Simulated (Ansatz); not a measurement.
**UCCSDT/STO-3G run of [OF2]+ (SMILES F[O+]F)**

What is the vertical doublet–quartet gap of [OF2]+ at UCCSDT/STO-3G? 

The results are computed with Ansatz 0.2.0.

18 further runs of the same task are left out: 15 that didn't finish, 3 set aside as unsound or not needed.

## Step 1: Starting point

[OF2]+: 3 atoms, total charge +1, spin state doublet. As SMILES, `F[O+]F`. The shape is that of a PBE0-D4/def2-TZVP optimisation.

Bond lengths: F1–O2 1.297 Å, O2–F3 1.297 Å. Angles: F1–O2–F3 108.0°.

## Step 2: The energy at UCCSDT/STO-3G

The input, run.yaml:

```yaml
basis:
  gaussian: {orbitals: STO-3G}
crystal:
  periodic: [false, false, false]
  atoms:
    - {symbol: F, position_ang: [0.920200, -0.309010, 0.473410]}
    - {symbol: O, position_ang: [0.000640, 0.505210, 0.055670]}
    - {symbol: F, position_ang: [-0.920840, -0.196190, -0.529090]}
total_charge: 1
scf: {omitted_lower_state_checks: [cluster_reference, increment]}
correlation: {method: ccsdt, frozen_orbitals: {F: 1, O: 1}}
magnetization: {spin_polarized: true, initial_magnetization: 1}
accuracy: high
```

Started as:

```bash
ansatz run run.yaml --threads 1 --pin off --max-ram 3480MiB --events-out events.jsonl --progress --plain --runs-dir runs
```

The program printed, cut to the lines that bear on the results:

```text
Warning: RAYON_NUM_THREADS=1 ignored (pool sized by the plan → 1); use --threads N
Functional definition: HF
  name "HF"
[...]
250 factors; integrals over basis functions are off by at most 5.4e-8 eV
[...]
mean field -7331.75481990 eV, -269.4370199894 hartree, gradient 2.5e-8 eV, S^2 0.774236; 3 other end points of the search recorded, 0 dependent functions left out
3 core orbitals not correlated: weight in the atoms' cores, before any rotation towards them, 1.000 or more for the frozen orbitals, at most 0.000 for the correlated occupied ones
reference -7331.75481990 eV, -269.4370199894 hartree; 10, 9 occupied and 2, 3 virtual orbitals, 250 factors
second order -2.76651979 eV of doubles, -0.00000000 eV of singles
cycle   1  -3.31334163 eV  change   -5.5e-1 eV  update   1.0e-1
[...]
cycle  31  -4.26188432 eV  change  -2.5e-10 eV  update   1.7e-9
Total energy: -7336.01670422 eV, -269.5936413492 hartree
Checks for a lower state left out: cluster_reference, increment
```

It took 0.44 s on 1 thread of Arm Neoverse V2, shared host.

## Step 3: The quartet, same level

The input, in.yaml:

```yaml
crystal:
  periodic: [false, false, false]
  atoms:
    - symbol: F
      position_ang: [0.920200, -0.309010, 0.473410]
    - symbol: O
      position_ang: [0.000640, 0.505210, 0.055670]
    - symbol: F
      position_ang: [-0.920840, -0.196190, -0.529090]
basis:
  gaussian: {orbitals: STO-3G}
accuracy: high
scf: {omitted_lower_state_checks: [cluster_reference, increment]}
magnetization: {spin_polarized: true, initial_magnetization: 3}
total_charge: 1
correlation: {method: ccsdt, frozen_orbitals: {F: 1, O: 1}}
```

Started as:

```bash
ansatz run in.yaml --threads 1 --pin off --max-ram 3480MiB --events-out events.jsonl --progress --plain --runs-dir runs
```

The program printed, cut to the lines that bear on the results:

```text
Warning: RAYON_NUM_THREADS=1 ignored (pool sized by the plan → 1); use --threads N
[... 2 set-up lines as earlier in the session ...]
[...]
250 factors; integrals over basis functions are off by at most 5.4e-8 eV
[...]
mean field -7326.27057925 eV, -269.2354778628 hartree, gradient 3.7e-8 eV, S^2 3.759253; 10 other end points of the search recorded, 0 dependent functions left out
3 core orbitals not correlated: weight in the atoms' cores, before any rotation towards them, 1.000 or more for the frozen orbitals, at most 0.000 for the correlated occupied ones
reference -7326.27057925 eV, -269.2354778628 hartree; 11, 8 occupied and 1, 4 virtual orbitals, 250 factors
second order -1.50101038 eV of doubles, -0.00000000 eV of singles
cycle   1  -1.86920424 eV  change   -3.7e-1 eV  update   7.4e-2
[...]
cycle  77  -2.61241835 eV  change   7.9e-10 eV  update  5.8e-10
WARN: these amplitudes may be one of several solutions (largest doubles amplitude 0.60, level shift 0.00 eV)
Total energy: -7328.88299760 eV, -269.3314824663 hartree
Checks for a lower state left out: cluster_reference, increment
```

Run time: 0.68 s. Hardware: 1 thread of Arm Neoverse V2, shared host.

## Step 4: Outcome

Level: UCCSDT/STO-3G, 3 core orbitals frozen.

```
                                            quantity          value
                               doublet: total energy  -269.59364 Eh
doublet: correlation energy (3 core orbitals frozen)     -156.6 mEh
          doublet: ⟨S²⟩ of the reference determinant          0.774
                              doublet: T1 diagnostic          0.046
                               quartet: total energy  -269.33148 Eh
quartet: correlation energy (3 core orbitals frozen)      -96.0 mEh
          quartet: ⟨S²⟩ of the reference determinant          3.759
                              quartet: T1 diagnostic          0.086
    vertical energy of the quartet above the doublet       7.134 eV
```

What this shows: At this shape the quartet lies 7.13 eV (688 kJ/mol) above the doublet. In a minimal basis such a difference can be off by several eV, whatever the method. The T1 diagnostic (doublet) of 0.046 is above the customary mark for such species, so a single reference may not serve. The T1 diagnostic (quartet) of 0.086 is above the customary mark for such species, so a single reference may not serve.
